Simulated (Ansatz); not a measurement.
**AlH3Cl− (SMILES [H][Al-]([H])([H])[Cl]): levels of theory compared**

Wanted: a comparison of 6 runs (UHF/STO-3G, BHLYP/STO-3G, r2SCAN/STO-3G, revPBE/STO-3G, wB97M-V/STO-3G, BCCD(T)/STO-3G) of AlH3Cl−. 

The results are computed with Ansatz 0.2.0.

1 further run of the same task is left out (it didn't finish).

## (1) The structure to begin with

The species is AlH3Cl− (5 atoms), meant as a singlet with charge -1. As SMILES, `[H][Al-]([H])([H])[Cl]`. The H4–Al1 distance was set to 2.010 Å, away from the relaxed value.

Bond lengths: Al1–Cl2 2.096 Å, Al1–H3 1.609 Å, Al1–H5 1.609 Å. Angles: Cl2–Al1–H3 107.0°, Cl2–Al1–H5 107.4°, H3–Al1–H5 111.7°.

## (2) The energy at UHF/STO-3G (run 1)

molecule.yaml reads:

```yaml
crystal:
  periodic: [false, false, false]
  atoms:
    - {symbol: Al, position_ang: [0.190802, -0.333102, -0.020142]}
    - {symbol: Cl, position_ang: [0.207102, -0.351882, 2.075878]}
    - {symbol: H, position_ang: [1.725352, -0.321842, -0.502922]}
    - {symbol: H, position_ang: [-0.775390, 1.334390, -0.590440]}
    - {symbol: H, position_ang: [-0.574858, -1.661652, -0.506092]}
basis:
  gaussian:
    orbitals: STO-3G
total_charge: -1
magnetization:
  spin_polarized: true
hamiltonian:
  xc: hf
accuracy: high
```

The run is started by

```bash
$ ansatz run molecule.yaml --threads 1 --pin off --max-ram 2610MiB --events-out events.jsonl --progress --plain --runs-dir runs
```

What it wrote:

```text
Warning: RAYON_NUM_THREADS=1 ignored (pool sized by the plan → 1); use --threads N
Functional definition: HF
  name "HF"
  exchange = exact_x
  correlation = 0
362 factors; integrals over basis functions are off by at most 1.4e-8 eV
mean field evaluation 1: about -18917.2942 eV, gradient 1.2e1 eV
mean field evaluation 2: about -18917.3023 eV, gradient 1.2e1 eV
mean field evaluation 4: about -18918.6332 eV, gradient 5.0e-1 eV
mean field evaluation 8: about -18918.6334 eV, gradient 6.3e-5 eV
mean field -18918.63343505 eV, -695.2469552276 hartree, gradient 3.7e-9 eV, S^2 0.000000; 0 other end points of the search recorded, 0 dependent functions left out
reference -18918.63343505 eV, -695.2469552276 hartree; 17, 17 occupied and 4, 4 virtual orbitals, 362 factors
Total energy: -18918.63343505 eV, -695.2469552276 hartree
```

Run time: 0.14 s. Hardware: 1 thread of Intel Xeon 6975P-C (Granite Rapids), shared host.

## (3) The energy at BHLYP/STO-3G (run 2)

input.yaml reads:

```yaml
crystal:
  periodic: [false, false, false]
  atoms:
    - {symbol: Al, position_ang: [0.190802, -0.333102, -0.020142]}
    - {symbol: Cl, position_ang: [0.207102, -0.351882, 2.075878]}
    - {symbol: H, position_ang: [1.725352, -0.321842, -0.502922]}
    - {symbol: H, position_ang: [-0.775390, 1.334390, -0.590440]}
    - {symbol: H, position_ang: [-0.574858, -1.661652, -0.506092]}
basis:
  gaussian:
    orbitals: STO-3G
total_charge: -1
hamiltonian:
  xc: {name: BHLYP}
accuracy: high
```

The run is started by

```bash
$ ansatz run input.yaml --threads 1 --pin off --max-ram 2610MiB --events-out events.jsonl --progress --plain --runs-dir runs
```

What it wrote:

```text
Warning: RAYON_NUM_THREADS=1 ignored (pool sized by the plan → 1); use --threads N
Functional definition: BHLYP
  name "BHLYP"
  parameter a = 0.5
  exchange = (1 - a)*b88_x + a*exact_x
  correlation = lyp_c
362 factors; integrals over basis functions are off by at most 1.4e-8 eV
mean field evaluation 1: about -18949.4835 eV, gradient 2.1e1 eV
mean field evaluation 2: about -18950.9402 eV, gradient 1.1e1 eV
mean field evaluation 4: about -18951.4151 eV, gradient 6.6e-2 eV
mean field evaluation 8: about -18951.3829 eV, gradient 5.0e-4 eV
mean field -18951.38291764 eV, -696.4504765145 hartree, gradient 1.4e-8 eV, S^2 0.000000; 0 other end points of the search recorded, 0 dependent functions left out
reference -18951.38293715 eV, -696.4504772315 hartree; 17, 17 occupied and 4, 4 virtual orbitals, 362 factors
Total energy: -18951.38293715 eV, -696.4504772315 hartree
```

It took 0.71 s on 1 thread of Intel Xeon 6975P-C (Granite Rapids), shared host; peak memory 0.11 GiB.

Runs 3 to 4 aren't shown in full; the table further down has their settings and results.

## (4) A single-point energy at wB97M-V/STO-3G (run 5)

molecule.yaml, as its differences from that of step 2:

```diff
@@ -9,9 +9,5 @@
 basis:
-  gaussian:
-    orbitals: STO-3G
+  gaussian: {orbitals: STO-3G}
 total_charge: -1
-magnetization:
-  spin_polarized: true
-hamiltonian:
-  xc: hf
+hamiltonian: {xc: {name: wB97M-V}}
 accuracy: high
```

The run is started by

```bash
$ ansatz run molecule.yaml --threads 1 --pin off --max-ram 2610MiB --events-out events.jsonl --progress --plain --runs-dir runs
```

What it wrote, cut to the lines that bear on the results:

```text
Warning: RAYON_NUM_THREADS=1 ignored (pool sized by the plan → 1); use --threads N
Functional definition: wB97M-V
  name "wB97M-V"
[...]
  gx(w, u) = 1 - cx + cx01*u + cx10*w
  gss(w, u) = css00 + css04*u^4 + css10*w + css20*w^2 + css43*w^4*u^3
  gos(w, u) = cos00 + cos10*w + (cos20 + cos21*u)*w^2 + (cos60 + cos61*u)*w^6
[...]
      + integral(e_c_pw_mod_opposite_spin*gos(b97_w_opposite, b97_u_opposite)) + vv10(b, c)
362 factors; integrals over basis functions are off by at most 1.4e-8 eV
152 factors; integrals over basis functions are off by at most 1.5e-9 eV
[...]
mean field -18952.48362922 eV, -696.4909269190 hartree, gradient 3.1e-8 eV, S^2 0.000000; 0 other end points of the search recorded, 0 dependent functions left out
reference -18952.48363174 eV, -696.4909270115 hartree; 17, 17 occupied and 4, 4 virtual orbitals, 362 factors
Total energy: -18952.48363174 eV, -696.4909270115 hartree
```

Run time: 6.9 s. Hardware: 1 thread of Intel Xeon 6975P-C (Granite Rapids), shared host; peak memory 0.3 GiB.

## (5) The energy at BCCD(T)/STO-3G (run 6)

molecule.yaml, as its differences from that of step 4:

```diff
@@ -9,5 +9,10 @@
 basis:
-  gaussian: {orbitals: STO-3G}
+  gaussian:
+    orbitals: STO-3G
+accuracy: high
+scf:
+  omitted_lower_state_checks: [cluster_reference, increment]
 total_charge: -1
-hamiltonian: {xc: {name: wB97M-V}}
-accuracy: high
+correlation:
+  method: bccd_t
+  frozen_orbitals: {Al: 5, Cl: 5, H: 0}
```

The run is started by

```bash
$ ansatz run molecule.yaml --threads 1 --pin off --max-ram 2610MiB --events-out events.jsonl --progress --plain --runs-dir runs
```

What it wrote:

```text
Warning: RAYON_NUM_THREADS=1 ignored (pool sized by the plan → 1); use --threads N
[... 11 lines left out ...]
10 core orbitals not correlated: weight in the atoms' cores, before any rotation towards them, 0.999 or more for the frozen orbitals, at most 0.000 for the correlated occupied ones
[... 22 lines left out ...]
Total energy: -18920.34121834 eV, -695.3097151062 hartree
Checks for a lower state left out: cluster_reference, increment
```

Run time: 0.16 s. Hardware: 1 thread of Intel Xeon 6975P-C (Granite Rapids), shared host.

## (6) All runs side by side

| run | level | frozen core orbitals | energy (Eh) | wall time |
| --- | --- | --- | --- | --- |
| 1 | UHF/STO-3G | – | -695.246955 | 0.14 s |
| 2 | BHLYP/STO-3G | – | -696.450477 | 0.71 s |
| 3 | r2SCAN/STO-3G | – | -696.402317 | 1.4 s |
| 4 | revPBE/STO-3G | – | -696.296729 | 0.99 s |
| 5 | wB97M-V/STO-3G | – | -696.490927 | 6.9 s |
| 6 | BCCD(T)/STO-3G | 10 | -695.309715 | 0.16 s |

## (7) What came out

| quantity | value |
| --- | --- |
| run 6: total energy | -695.30972 Eh |
| run 6: correlation energy (10 core orbitals frozen) | -62.8 mEh |
| run 6: (T) correction | -0.65 mEh |

**Reading.** Totals of different functionals can't be ranked against each other. In runs 1, 2, 3, 4, 5, 6 the basis is minimal, so the values are rough. All runs together took 10 s, the longest 6.9 s.
